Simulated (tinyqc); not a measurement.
CCSD on RHF in the sto-3g basis, frozen core, for OH-, spin multiplicity 1, step by step. The basis has no diffuse functions, so it cannot describe the extra electron: this is an exercise in the method, not the real anion. One step of it, computed by the program tinyqc.

Task: CCSD: starting amplitudes. t_ij^ab = <ij||ab> / (e_i + e_j - e_a - e_b), whose energy is MP2.

orbital energies (hartree): MO1 -19.575170, MO2 -0.610033, MO3 0.104704, MO4 0.140176, MO5 0.140176, MO6 0.857756

Two-electron integrals over orbitals (pq|rs), unique and non-zero (hartree); the lowest 1 orbital is frozen and left out:
```
(22|22) 0.765018    (32|22) -0.069670   (32|32) 0.082812    (33|22) 0.487559
(33|32) 0.039329    (33|33) 0.609682    (42|42) 0.166254    (43|42) -0.028909
(43|43) 0.018539    (44|22) 0.787547    (44|32) -0.078529   (44|33) 0.470634
(44|44) 0.880159    (52|52) 0.166254    (53|52) -0.028909   (53|53) 0.018539
(54|54) 0.047444    (55|22) 0.787547    (55|32) -0.078529   (55|33) 0.470634
(55|44) 0.785270    (55|55) 0.880159    (62|22) 0.046731    (62|32) 0.066499
(62|33) 0.007575    (62|44) 0.053898    (62|55) 0.053898    (62|62) 0.120407
(63|22) 0.187161    (63|32) -0.080789   (63|33) -0.061394   (63|44) 0.193045
(63|55) 0.193045    (63|62) 0.004618    (63|63) 0.186454    (64|42) 0.021327
(64|43) 0.017210    (64|64) 0.038297    (65|52) 0.021327    (65|53) 0.017210
(65|65) 0.038297    (66|22) 0.682467    (66|32) -0.012270   (66|33) 0.560095
(66|44) 0.676627    (66|55) 0.676627    (66|62) 0.062329    (66|63) 0.107373
(66|66) 0.701364
```

Give: Starting amplitudes; correlation energy.

Result:

Starting amplitudes (spin orbitals 1a, 1b, ...; amplitudes related by a flip of all spins are not repeated):

| from | to | t |
|---|---|---|
| 3a 3b | 6a 6b | -0.1238 |
| 2a 2b | 6a 6b | -0.0410 |
| 5a 5b | 6a 6b | -0.0267 |
| 4a 4b | 6a 6b | -0.0267 |
| 2a 3b | 6a 6b | -0.0021 |

correlation energy = -0.030085 hartree
